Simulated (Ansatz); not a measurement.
Relaxation of CH6BCl (9 atoms, charge 0, multiplicity 1), to a largest force component of 0.03 eV/Å in at most 50 steps.

Method: RKS B3LYP/def2-SVP (Ansatz).

```xyz
9
Properties=species:S:1:pos:R:3:forces:R:3
B 0.085 -0.196 0.115 0.08 -0.28 0.87
Cl 0.150 -0.607 1.896 -0.02 -0.04 -0.84
C 1.398 -0.078 -0.710 -0.02 -0.04 0.03
H 1.602 -1.098 -1.092 0.01 -0.03 -0.03
H 1.294 0.568 -1.596 -0.03 0.02 -0.02
H 2.276 0.224 -0.124 0.03 0.00 0.03
H -1.019 -0.145 -0.357 -0.02 -0.04 0.01
H -0.105 2.166 0.464 -0.08 0.97 -1.53
H -0.081 1.835 1.100 0.04 -0.57 1.47
```

Question: Where does it end, and by what steps?

Answer: The forces met the threshold. The force dipped under the threshold on the way, but the program's further checks kept it going. After 26 steps the energy has fallen by 0.217 eV; H8 moved furthest, 1.76 Å.

```csv
step,energy less start (eV),largest force component (eV/Å),accepted
0,0.0000,1.529,yes
1,-0.1254,0.694,yes
2,-0.1656,0.557,yes
3,-0.1822,0.479,yes
4,-0.1956,0.171,yes
5,-0.1988,0.110,yes
6,-0.2001,0.104,yes
7,-0.2014,0.110,yes
8,-0.2030,0.173,yes
9,-0.2043,0.151,yes
10,-0.2052,0.139,yes
11,-0.2067,0.172,yes
12,-0.2076,0.158,yes
13,-0.2094,0.019,yes
14,-0.2051,0.475,no
15,-0.2104,0.064,yes
16,-0.2107,0.157,yes
17,-0.2088,0.303,no
18,-0.2119,0.026,yes
19,-0.2127,0.039,yes
20,-0.2133,0.109,yes
21,-0.2139,0.102,yes
22,-0.2149,0.110,yes
23,-0.2150,0.135,yes
24,-0.2154,0.117,yes
25,-0.2165,0.024,yes
26,-0.2168,0.024,yes
```

```xyz
9
Properties=species:S:1:pos:R:3
B 0.180 -0.724 -0.060
Cl -0.016 -0.238 1.626
C 1.505 -0.476 -0.838
H 1.817 -1.395 -1.367
H 1.294 0.258 -1.641
H 2.339 -0.097 -0.230
H -0.782 -1.239 -0.570
H -0.408 3.665 1.331
H -0.326 2.916 1.444
```

Whether the end is a true minimum wasn't checked by a vibrational analysis.

Time of the run: 61 s on 1 thread of Arm Neoverse V2, on a shared host, peak memory 0.16 GiB.
